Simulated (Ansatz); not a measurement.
Input file:

```yaml
crystal:
  periodic: [false, false, false]
  atoms:
    - {symbol: B, position_ang: [0.000000, 0.000000, 0.043923]}
    - {symbol: N, position_ang: [0.000000, 0.000000, -1.261739]}
    - {symbol: H, position_ang: [0.000000, 0.000000, 1.217815]}
basis:
  gaussian: {orbitals: 6-31G}
magnetization: {spin_polarized: false, initial_magnetization: 1}
correlation: {method: ccsdt_q, electrons: outside_noble_gas}
```

```sh
$ ansatz run in.yaml --threads 1 --pin off --events-out ev --progress --plain --max-ram 2393MiB
```

Log:

```
447 factors; integrals over basis functions are off by at most 7.4e-8 eV
mean field evaluation 1: about -2164.2279 eV, gradient 2.2e1 eV
mean field evaluation 2: about -2164.2306 eV, gradient 2.2e1 eV
mean field evaluation 4: about -2165.7992 eV, gradient 2.3e0 eV
mean field evaluation 8: about -2165.8484 eV, gradient 9.5e-2 eV
mean field evaluation 16: about -2165.8325 eV, gradient 7.5e-1 eV
mean field evaluation 32: about -2165.8450 eV, gradient 8.6e-1 eV
mean field evaluation 64: about -2164.6938 eV, gradient 7.2e-1 eV
mean field evaluation 96: about -2164.6996 eV, gradient 3.8e-4 eV
mean field -2165.84862149 eV, -79.5934687748 hartree, gradient 2.6e-6 eV, S^2 0.750000; 6 other end points of the search recorded, 0 dependent functions left out
mean field evaluation 128: about -2165.8995 eV, gradient 9.4e-4 eV
mean field evaluation 160: about -2165.8945 eV, gradient 4.3e-1 eV
determinant -2165.84862149 eV, -79.5934687748 hartree, with singles and doubles -2170.07421084 eV, -79.7487563191 hartree
determinant -2164.69961562 eV, -79.5512435878 hartree, with singles and doubles -2169.45591354 eV, -79.7260343126 hartree
2 core orbitals not correlated: weight in the atoms' cores, before any rotation towards them, 1.000 or more for the frozen orbitals, at most 0.000 for the correlated occupied ones
reference -2165.84862149 eV, -79.5934687748 hartree; 5, 4 occupied and 13, 14 virtual orbitals, 447 factors
second order -3.76721281 eV of doubles, -0.01120004 eV of singles
cycle   1  -3.96307568 eV  change   -1.8e-1 eV  update   8.4e-2
cycle   2  -4.21513439 eV  change   -2.5e-1 eV  update   3.6e-2
cycle   3  -4.37690220 eV  change   -1.6e-1 eV  update   2.0e-2
cycle   4  -4.37557692 eV  change    1.3e-3 eV  update   5.9e-3
cycle   5  -4.37487957 eV  change    7.0e-4 eV  update   3.5e-3
cycle   6  -4.37776129 eV  change   -2.9e-3 eV  update   2.0e-3
cycle   7  -4.37831555 eV  change   -5.5e-4 eV  update   1.3e-3
cycle   8  -4.37848717 eV  change   -1.7e-4 eV  update   6.5e-4
cycle   9  -4.37888001 eV  change   -3.9e-4 eV  update   3.6e-4
cycle  10  -4.37880443 eV  change    7.6e-5 eV  update   1.3e-4
cycle  11  -4.37880485 eV  change   -4.2e-7 eV  update   6.0e-5
cycle  12  -4.37883746 eV  change   -3.3e-5 eV  update   2.7e-5
cycle  13  -4.37885226 eV  change   -1.5e-5 eV  update   1.1e-5
cycle  14  -4.37886969 eV  change   -1.7e-5 eV  update   5.1e-6
cycle  15  -4.37886947 eV  change    2.1e-7 eV  update   2.2e-6
cycle  16  -4.37886755 eV  change    1.9e-6 eV  update   1.0e-6
cycle  17  -4.37886688 eV  change    6.7e-7 eV  update   5.4e-7
perturbative correction -0.01303797 eV, -0.0004791366 hartree
Total energy: -2170.24052634 eV, -79.7548683012 hartree
```

For the same geometry and basis full CI lies 0.7 meV lower.

Ran on 1 thread of Arm Neoverse V1, shared host: 3.3 s wall, 0.15 GiB peak host memory.
